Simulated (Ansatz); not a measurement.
C5H10 (3-methyl-1-butene): a line through the functionals

C5H10 has 15 atoms, charge 0, and is taken as a singlet. As SMILES, `C=CC(C)C`. The coordinates come from a PBE0-D4/def2-TZVP relaxation. This is one conformer, not always the lowest.

The vertical energy of the triplet above the singlet y, in eV, basis def2-SVP; a is the functional's share of exact exchange. Programs: Ansatz 0.2.0.

```
functional  program     a  y (eV)
    revPBE   Ansatz     0    4.56
       PBE   Ansatz     0    4.61
     B3LYP   Ansatz   0.2       ?
      PBE0   Ansatz  0.25    4.44
     BHLYP   Ansatz   0.5    4.36
```

Question: Fit y = c + s·a to the known rows and predict B3LYP.

Answer: 
1. Means of the 4 rows: a = 0.1875, y = 4.492.
2. Σ(Δa)² = 0.17188, Σ(Δa·Δy) = -0.079375, so the slope is -0.079375/0.17188 = -0.4618.
3. Intercept: 4.492 − (-0.4618) × 0.1875 = 4.579. The largest residual of the fit is 0.031.
4. B3LYP: 4.579 + (-0.4618) × 0.2 = 4.49 eV.

The run gave 4.58 eV, so the prediction is off by -0.09 eV, more than the scatter of the fit. Exact exchange favours the state with more unpaired electrons. The rows mix families of semi-local functionals, which the line can't see.
